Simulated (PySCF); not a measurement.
**SiCl₂⁺: doublet, from a linear start**

The task is one start of a wider search on SiCl₂⁺: the doublet, from a linear start. It is relaxed, tested by its Hessian and followed downhill if it is a saddle.

Method: PBE0, basis Si def2-TZVP, Cl def2-TZVP, no relativity, density fitting; program: PySCF 2.14.0.

### 1 Where the work starts

3 atoms, charge 1, spin multiplicity 2.

Bond lengths: Si1–Cl2 2.107 Å, Si1–Cl3 2.107 Å. Angles: Cl2–Si1–Cl3 180.0°.

```xyz
3
charge 1 multiplicity 2
Si    0.0000    0.0000    0.0000
Cl    0.0000    0.0000    2.1070
Cl    0.0000    0.0000   -2.1070
```

### 2 First SCF at the start

One driver script runs all steps and calls PySCF; scf.py shows how it sets up the SCF of each step. The optimiser is the driver's own. After this first run the driver tries any further starts and a stability analysis.

File scf.py:

```python
from pyscf import gto, scf, dft
mol = gto.M(atom='''
Si     0.000000     0.000000     0.000000
Cl     0.000000     0.000000     2.107000
Cl     0.000000     0.000000    -2.107000''',
    basis={'Si': 'def2-TZVP', 'Cl': 'def2-TZVP'},
    charge=1, spin=1)
mf = dft.UKS(mol, xc='PBE0')
mf.grids.atom_grid = (50, 194)
aux = {'Si': 'def2-universal-JKFIT', 'Cl': 'def2-universal-JKFIT'}
mf = mf.density_fit(auxbasis=aux)
mf.conv_tol = 1e-08
mf.diis_space = 10
mf.max_cycle = 60
mf.init_guess = 'minao'
mf.verbose = 4
mf.kernel()
```

On the command line:

```console
$ OMP_NUM_THREADS=4 python axn.py task.json out
```

Standard output:

```text
init E= -1209.64677811294
[... the frontier-level lines of each cycle are left out ...]
cycle= 1 E= -1209.08770612352  delta_E= 0.559  |g|= 0.349  |ddm|= 1.46
cycle= 2 E= -1208.78470317949  delta_E= 0.303  |g|= 0.817  |ddm|= 1.31
cycle= 3 E= -1209.18304786382  delta_E= -0.398  |g|= 0.0502  |ddm|= 0.659
cycle= 4 E= -1209.18383955585  delta_E= -0.000792  |g|= 0.0159  |ddm|= 0.0483
cycle= 5 E= -1209.18396166644  delta_E= -0.000122  |g|= 0.00335  |ddm|= 0.0171
cycle= 6 E= -1209.1839701795  delta_E= -8.51e-06  |g|= 0.00139  |ddm|= 0.00504
cycle= 7 E= -1209.18397171243  delta_E= -1.53e-06  |g|= 0.000252  |ddm|= 0.00202
cycle= 8 E= -1209.18397176649  delta_E= -5.41e-08  |g|= 4.34e-05  |ddm|= 0.000389
cycle= 9 E= -1209.18397176855  delta_E= -2.06e-09  |g|= 7.98e-06  |ddm|= 8.98e-05
Extra cycle  E= -1209.18397176863  delta_E= -7.55e-11  |g|= 9.39e-06  |ddm|= 1.96e-05
converged SCF energy = -1209.18397176863  <S^2> = 0.75987772  2S+1 = 2.0098535
```

This step, with its further starts and checks, ran for 4.8 s (4 threads of Arm Neoverse V2, shared host).

No lower solution of this spin turned up in the test of internal stability.

### 3 Relaxation: linear start, doublet

The program finds D∞h symmetry in the start, which this walk keeps. Threshold on the gradient: 0.0003 Eh/bohr, with a further test on the energy change.

scf.py, as its differences from that of step 2:

```diff
@@ -15 +14,0 @@
-mf.init_guess = 'minao'
```

Steps of the walk:

```tsv
step	energy (Eh)	change (kJ/mol)	largest symmetric gradient (Eh/bohr)
0	-1209.183972	0.00	0.02967
1	-1209.189657	-14.93	0.00695
2	-1209.189889	-15.54	0.00199
3	-1209.189909	-15.59	0.00009
4	-1209.189909	-15.59	0.00000
```

The walk took 7 s.

Positions (Å) and forces (eV/Å) along the way:

```
step 0
Si   0.000   0.000   0.000   0.000   0.000   0.000
Cl   0.000   0.000   2.107   0.000   0.000  -1.526
Cl   0.000   0.000  -2.107   0.000   0.000   1.526
step 1
Si   0.000   0.000   0.000   0.000   0.000   0.000
Cl   0.000   0.000   2.028   0.000   0.000  -0.357
Cl   0.000   0.000  -2.028   0.000   0.000   0.357
step 2
Si   0.000   0.000   0.000   0.000   0.000   0.000
Cl   0.000   0.000   2.004   0.000   0.000   0.103
Cl   0.000   0.000  -2.004   0.000   0.000  -0.103
step 3
Si   0.000   0.000   0.000   0.000   0.000   0.000
Cl   0.000   0.000   2.010   0.000   0.000  -0.005
Cl   0.000   0.000  -2.010   0.000   0.000   0.005
step 4
Si   0.000   0.000   0.000   0.000   0.000   0.000
Cl   0.000   0.000   2.009   0.000   0.000   0.000
Cl   0.000   0.000  -2.009   0.000   0.000   0.000
```

It settles in D∞h symmetry, 15.6 kJ/mol below the start, after 4 steps: Si–Cl 2.009 Å (×2); Cl–Si–Cl 180.0°.

### 4 Is it a minimum? Harmonic modes

On the finer grid the gradient is checked again; gradients at displacements of ±0.02 bohr then give force constants and infrared intensities.

scf.py, as its differences from that of step 3:

```diff
@@ -3,3 +3,3 @@
-Si     0.000000     0.000000     0.000000
-Cl     0.000000     0.000000     2.107000
-Cl     0.000000     0.000000    -2.107000''',
+Si     0.000000     0.000000    -0.000000
+Cl     0.000000     0.000000     2.009357
+Cl    -0.000000    -0.000000    -2.009357''',
@@ -9 +9 @@
-mf.grids.atom_grid = (50, 194)
+mf.grids.atom_grid = (75, 302)
@@ -12 +12 @@
-mf.conv_tol = 1e-08
+mf.conv_tol = 1e-10
```

The driver hands on the density of the step before, so the log starts near convergence.

Log of the central SCF (cycles and frontier levels):

```text
init E= -1209.18989223991
[... the frontier-level lines of each cycle are left out ...]
cycle= 1 E= -1209.1898922399  delta_E= 5.23e-12  |g|= 2.2e-06  |ddm|= 3.02e-06
Extra cycle  E= -1209.1898922399  delta_E= 1.82e-12  |g|= 3.84e-06  |ddm|= 5.17e-06
converged SCF energy = -1209.1898922399  <S^2> = 0.7596442  2S+1 = 2.0096211
```

The whole step took 18 s.

Geometry: D∞h; Si–Cl 2.009 Å (×2); Cl–Si–Cl 180.0°.

Modes, for the most abundant isotopes:

| symmetry | ω (cm⁻¹) | IR (km/mol) | μ (u) |
| --- | --- | --- | --- |
| πu | 334i | 0.7 | 29.67 |
| σg+ | 392 | 0.0 | 34.97 |
| σu+ | 652 | 322 | 29.67 |

2 modes are imaginary, the largest at 334i cm⁻¹: a saddle point, not a minimum.

Constants and moments:

* Dipole moment about the centre of mass: 0.00 D
* Highest occupied level: -13.05 eV
* Lowest empty level: -10.10 eV
* Rotational constants: 0.0597 cm⁻¹
* Zero-point energy (real modes): 6.2 kJ/mol
* Principal polarisabilities: 34.1, 34.1, 76.6 bohr³
* Principal traceless quadrupole moments about the centre of mass: -4.86, -4.86, 9.72 D Å
* Spin squared ⟨S²⟩: 0.760

Charges (e) and bond orders:

```
 atom  Mulliken  Löwdin  polar tensor  spin (Mulliken)  Mayer order to Si1
  Si1      0.70    0.02          1.09             0.59                   –
Cl2,3      0.15    0.49         -0.04             0.20                1.60
```

Mulliken populations on Si1: s 5.49, p 7.32, d 0.43, f 0.07.

### 5 Leaving the saddle point

The start is the last point, displaced along its most imaginary mode.

The program finds C2v symmetry in the start, which this walk keeps. Threshold on the gradient: 0.0003 Eh/bohr, with a further test on the energy change.

scf.py, as its differences from that of step 4:

```diff
@@ -3,3 +3,3 @@
-Si     0.000000     0.000000    -0.000000
-Cl     0.000000     0.000000     2.009357
-Cl    -0.000000    -0.000000    -2.009357''',
+Si     0.016781    -0.118821     0.000000
+Cl    -0.006713     0.047531     2.009357
+Cl    -0.006713     0.047531    -2.009357''',
@@ -9 +9 @@
-mf.grids.atom_grid = (75, 302)
+mf.grids.atom_grid = (50, 194)
@@ -12 +12 @@
-mf.conv_tol = 1e-10
+mf.conv_tol = 1e-08
```

The optimiser's trace:

```tsv
step	energy (Eh)	change (kJ/mol)	largest symmetric gradient (Eh/bohr)
0	-1209.193571	0.00	0.01968
1	-1209.204184	-27.86	0.02176
2	-1209.214865	-55.91	0.02394
3	-1209.224461	-81.10	0.01735
4	-1209.226126	-85.47	0.00612
5	-1209.226254	-85.81	0.00119
6	-1209.226260	-85.82	0.00003
```

The walk took 12 s.

Positions (Å) and forces (eV/Å) along the way:

```
step 0
Si   0.017  -0.119   0.000   0.143  -1.012   0.000
Cl  -0.007   0.048   2.009  -0.071   0.506  -0.365
Cl  -0.007   0.048  -2.009  -0.071   0.506   0.365
step 1
Si   0.037  -0.260   0.000   0.158  -1.119   0.000
Cl  -0.017   0.118   1.977  -0.079   0.560  -0.792
Cl  -0.017   0.118  -1.977  -0.079   0.560   0.792
step 3
Si   0.086  -0.608   0.000  -0.085   0.627   0.000
Cl  -0.041   0.292   1.787   0.043  -0.313  -0.892
Cl  -0.041   0.292  -1.787   0.043  -0.313   0.892
step 6
Si   0.089  -0.632   0.000   0.004   0.000   0.000
Cl  -0.043   0.304   1.721  -0.002   0.000  -0.002
Cl  -0.043   0.304  -1.721  -0.002   0.000   0.002
```

After 6 steps and 85.8 kJ/mol it ends at C2v: Si–Cl 1.963 Å (×2); Cl–Si–Cl 122.5°.

### 6 Vibrations and properties at this point

As before: finer grid, then central differences.

scf.py, as its differences from that of step 5:

```diff
@@ -3,3 +3,3 @@
-Si     0.016781    -0.118821     0.000000
-Cl    -0.006713     0.047531     2.009357
-Cl    -0.006713     0.047531    -2.009357''',
+Si     0.094367    -0.668189     0.000000
+Cl    -0.037749     0.267293     1.720779
+Cl    -0.037749     0.267293    -1.720779''',
@@ -9 +9 @@
-mf.grids.atom_grid = (50, 194)
+mf.grids.atom_grid = (75, 302)
@@ -12 +12 @@
-mf.conv_tol = 1e-08
+mf.conv_tol = 1e-10
```

SCF at the final geometry:

```text
init E= -1209.22624089986
[... the frontier-level lines of each cycle are left out ...]
cycle= 1 E= -1209.2262408998  delta_E= 6.62e-11  |g|= 1.59e-05  |ddm|= 2.16e-05
cycle= 2 E= -1209.22624089958  delta_E= 2.16e-10  |g|= 2.49e-05  |ddm|= 3.38e-05
cycle= 3 E= -1209.22624089992  delta_E= -3.41e-10  |g|= 6.74e-08  |ddm|= 2.07e-05
cycle= 4 E= -1209.22624089993  delta_E= -5.91e-12  |g|= 3.62e-08  |ddm|= 1.12e-07
Extra cycle  E= -1209.22624089993  delta_E= -6.82e-13  |g|= 2.56e-08  |ddm|= 8.23e-08
converged SCF energy = -1209.22624089993  <S^2> = 0.75456826  2S+1 = 2.0045631
```

The whole step ran for 24 s (4 threads of Arm Neoverse V2, shared host).

Geometry: C2v; Si–Cl 1.963 Å (×2); Cl–Si–Cl 122.5°.

Harmonic modes (main isotopes):

```tsv
symmetry	ω (cm⁻¹)	IR (km/mol)	μ (u)
a1	185	8.2	32.44
a1	555	28.8	31.77
b2	723	178	30.03
```

No imaginary mode, so this is a minimum.

Properties at this point:

- Dipole moment about the centre of mass: 1.77 D
- Highest occupied level: -14.54 eV
- Lowest empty level: -10.88 eV
- Rotational constants: 0.9451, 0.0814, 0.07495 cm⁻¹
- Zero-point energy: 8.7 kJ/mol
- Principal polarisabilities: 30.6, 36.3, 61.0 bohr³
- Principal traceless quadrupole moments about the centre of mass: -4.32, -2.03, 6.35 D Å
- Entropy at 298.15 K and 1 bar (electronic part: spin only): 284.2 J/(mol K)
- Heat capacity Cp at 298.15 K: 49.1 J/(mol K)
- Enthalpy at 298.15 K above 0 K: 12.21 kJ/mol
- Rotational symmetry number: 2
- Spin squared ⟨S²⟩: 0.755

Populations by atom (charges in e):

```
 atom  Mulliken  Löwdin  polar tensor  spin (Mulliken)  Mayer order to Si1
  Si1      0.76   -0.06          1.32             0.71                   –
Cl2,3      0.12    0.53         -0.16             0.14                1.58
```

Outer orbital energies (eV). α occupied: -30.31, -21.46, -18.89, -17.39, -17.21, -16.38, -16.19, -14.54; empty: -9.32, -6.32, -5.21, -2.33. β occupied: -30.70, -30.05, -20.86, -18.43, -17.11, -17.01, -16.34, -16.06; empty: -10.88, -8.51, -5.93, -4.38.

Mulliken populations on Si1: s 5.32, p 7.46, d 0.40, f 0.06.

### 7 The points found, side by side

| spin | group | bonds | imaginary modes (cm⁻¹) | ΔE (kJ/mol) | with zero-point energy |
| --- | --- | --- | --- | --- | --- |
| doublet | C2v | Si–Cl 1.963 Å (×2) | none | 0.0 | 0.0 |
| doublet | D∞h | Si–Cl 2.009 Å (×2) | 334i, 334i | 95.4 | – |

### 8 Results

```
                                          quantity                                value
                                           minimum                         doublet, C2v
                                          geometry  Si–Cl 1.963 Å (×2); Cl–Si–Cl 122.5°
                                wavenumbers (cm⁻¹)         185 (a1), 555 (a1), 723 (b2)
                    dipole moment (centre of mass)                               1.77 D
highest occupied, lowest empty level (either spin)                    -14.54, -10.88 eV
                        polar-tensor charge of Si1                              +1.32 e
                                 zero-point energy                           8.7 kJ/mol
                               entropy at 298.15 K                      284.2 J/(mol K)
                                              ⟨S²⟩                                0.755
```

In words: The linear start (D∞h) ends in a minimum of C2v symmetry, after a stop at a second-order saddle point 95.4 kJ/mol higher, from which it was pushed off along an imaginary mode. The strongest infrared band lies at 723 cm⁻¹ (b2). Most of the spin sits on Si1 (Mulliken spin 0.71, against 1 for the whole molecule). Other starts or spin states, not run here, may lie lower.

The search up to here took 66 s.
